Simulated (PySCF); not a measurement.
**SiH3O2 (SMILES [O][SiH2]O) at UMP2/def2-TZVP**

Aim: the vertical ionisation energy of SiH3O2 at UMP2/def2-TZVP, from 2 runs. The job is set up through a Python script.

The calculation is run with PySCF 2.14.0.

**1. Starting point**

SiH3O2 has 6 atoms, charge 0, and is taken as a doublet. As SMILES, `[O][SiH2]O`. The shape is that of a PBE0-D4/def2-TZVP optimisation. This is one conformer, not always the lowest.

Bond lengths: O1–Si2 1.647 Å, Si2–O3 1.632 Å, Si2–H4 1.494 Å, Si2–H5 1.479 Å, O3–H6 0.959 Å. Angles: O1–Si2–O3 117.2°, O1–Si2–H4 98.3°, O1–Si2–H5 110.2°, O3–Si2–H4 112.7°, O3–Si2–H5 105.0°, Si2–O3–H6 119.0°, H4–Si2–H5 113.8°.

**2. A single-point energy at UMP2/def2-TZVP**

mol.xyz

```xyz
6
H3O2Si
O     -1.671900    -0.490300     0.111200
Si    -0.205500     0.160400    -0.263400
O      0.949700     0.110200     0.888500
H      0.117000    -0.700300    -1.441700
H     -0.353500     1.594200    -0.594000
H      1.206400    -0.738300     1.253100
```

calc.py

```python
from pyscf import gto, mp

mol = gto.M(
    atom='mol.xyz',
    verbose=4,
    charge=0,
    basis='def2-tzvp',
    max_memory=1860,
    spin=1,
)

mf = mol.UHF()
mf.conv_tol = 1e-10
mf.kernel()
if not mf.converged:
    mf = mf.newton().run(mf.mo_coeff, mf.mo_occ)

pt = mp.MP2(mf, frozen=7).run()
energy = pt.e_tot
print('Final energy', energy)
```

On the command line:

```console
OMP_NUM_THREADS=1 python calc.py
```

Log:

```text
PySCF version 2.14.0

[INPUT] num. atoms = 6
[INPUT] num. electrons = 33
[INPUT] charge = 0
[INPUT] spin (= nelec alpha-beta = 2S) = 1
[INPUT] symmetry False subgroup None
[INPUT] Mole.unit = angstrom
[INPUT] Symbol           X                Y                Z      unit          X                Y                Z       unit  Magmom
[INPUT]  1 O     -1.671900000000  -0.490300000000   0.111200000000 AA   -3.159433107660  -0.926532718874   0.210137545052 Bohr   0.0
[INPUT]  2 Si    -0.205500000000   0.160400000000  -0.263400000000 AA   -0.388338718598   0.303112070380  -0.497753861210 Bohr   0.0
[INPUT]  3 O      0.949700000000   0.110200000000   0.888500000000 AA    1.794672900499   0.208247818927   1.679021661676 Bohr   0.0
[INPUT]  4 H      0.117000000000  -0.700300000000  -1.441700000000 AA    0.221097956574  -1.323375205033  -2.724418153785 Bohr   0.0
[INPUT]  5 H     -0.353500000000   1.594200000000  -0.594000000000 AA   -0.668018185034   3.012601387782  -1.122497317992 Bohr   0.0
[INPUT]  6 H      1.206400000000  -0.738300000000   1.253100000000 AA    2.279765596675  -1.395184797766   2.368015806692 Bohr   0.0

nuclear repulsion = 110.735256178513
number of shells = 47
number of NR pGTOs = 179
number of NR cGTOs = 117
basis = def2-tzvp
ecp = {}

******** <class 'pyscf.scf.uhf.UHF'> ********
method = UHF
initial guess = minao
damping factor = 0
level_shift factor = 0
DIIS = <class 'pyscf.scf.diis.CDIIS'>
diis_start_cycle = 1
diis_space = 8
diis_damp = 0
SCF conv_tol = 1e-10
SCF conv_tol_grad = None
SCF max_cycles = 50
direct_scf = True
direct_scf_tol = 1e-13
number electrons alpha = 17  beta = 16
Set gradient conv threshold to 1e-05
init E= -440.336878036793
[... the frontier-level lines of each cycle are left out ...]

[... 83 lines left out ...]
cycle= 22 E= -440.525755925815  delta_E= -1.38e-08  |g|= 2.94e-05  |ddm|= 0.000168
cycle= 23 E= -440.525755928218  delta_E= -2.4e-09  |g|= 3.31e-05  |ddm|= 0.000133
cycle= 24 E= -440.525755929737  delta_E= -1.52e-09  |g|= 1.98e-05  |ddm|= 6.96e-05
cycle= 25 E= -440.525755932258  delta_E= -2.52e-09  |g|= 9.69e-06  |ddm|= 0.000134
cycle= 26 E= -440.525755933117  delta_E= -8.59e-10  |g|= 4.6e-06  |ddm|= 8.25e-05
cycle= 27 E= -440.525755933279  delta_E= -1.62e-10  |g|= 1.65e-06  |ddm|= 4.7e-05
cycle= 28 E= -440.525755933289  delta_E= -9.78e-12  |g|= 4.98e-07  |ddm|= 1.38e-05
Extra cycle  E= -440.525755933291  delta_E= -2.27e-12  |g|= 3.11e-07  |ddm|= 6.76e-07
converged SCF energy = -440.525755933291  <S^2> = 0.75776208  2S+1 = 2.0077471

******** <class 'pyscf.mp.ump2.UMP2'> ********
nocc = (np.int64(10), np.int64(9)), nmo = (110, 110)
frozen orbitals 7
E(UMP2) = -441.063754615524  E_corr = -0.53799868223247
E(SCS-UMP2) = -441.061151830602  E_corr = -0.535395897311296
E_corr(same-spin) = -0.127156755424232
E_corr(oppo-spin) = -0.410841926808237
Final energy -441.0637546155236
```

Run time: 12 s. Hardware: 1 thread of Arm Neoverse V1, shared host; peak memory 0.37 GiB.

**3. The singlet cation, same level**

calc.py

```python
from pyscf import gto, mp

mol = gto.M(
    atom='''
O     -1.671900    -0.490300     0.111200
Si    -0.205500     0.160400    -0.263400
O      0.949700     0.110200     0.888500
H      0.117000    -0.700300    -1.441700
H     -0.353500     1.594200    -0.594000
H      1.206400    -0.738300     1.253100
''',
    verbose=3,
    max_memory=1860,
    charge=1,
    basis='def2-tzvp',
)

mf = mol.RHF()
mf.conv_tol = 1e-10
mf.kernel()
if not mf.converged:
    mf = mf.newton().run(mf.mo_coeff, mf.mo_occ)

pt = mp.MP2(mf, frozen=7).run()
etot = pt.e_tot
print('Final energy', etot)
```

On the command line:

```console
OMP_NUM_THREADS=1 python calc.py
```

Log:

```text
converged SCF energy = -440.027521031954
E(RMP2) = -440.573045713046  E_corr = -0.545524681091754
E(SCS-RMP2) = -440.574345656577  E_corr = -0.546824624623125
Final energy -440.573045713046
```

It took 5.7 s on 1 thread of Arm Neoverse V1, shared host; peak memory 0.35 GiB.

**4. Outcome**

Level: UMP2/def2-TZVP, 7 core orbitals frozen.

| quantity | value |
| --- | --- |
| doublet SiH3O2: total energy | -441.06375 Eh |
| doublet SiH3O2: dipole moment (Hartree–Fock density) | 1.45 D |
| doublet SiH3O2: HOMO energy (Hartree–Fock orbitals) (highest over α and β) | -12.97 eV |
| doublet SiH3O2: LUMO energy (Hartree–Fock orbitals) (lowest over α and β) | 1.47 eV |
| doublet SiH3O2: correlation energy (7 core orbitals frozen) | -538.0 mEh |
| doublet SiH3O2: ⟨S²⟩ of the reference determinant | 0.758 |
| singlet cation: total energy | -440.57305 Eh |
| singlet cation: HOMO energy (Hartree–Fock orbitals) | -19.94 eV |
| singlet cation: LUMO energy (Hartree–Fock orbitals) | -10.77 eV |
| singlet cation: HOMO–LUMO gap (Hartree–Fock orbitals) | 9.17 eV |
| singlet cation: correlation energy (7 core orbitals frozen) | -545.5 mEh |
| vertical ionisation energy (to the singlet cation) | 13.353 eV |

The vertical ionisation energy comes to 13.35 eV (308 kcal/mol). Only the singlet of the ionised species was computed; a triplet could lie lower.
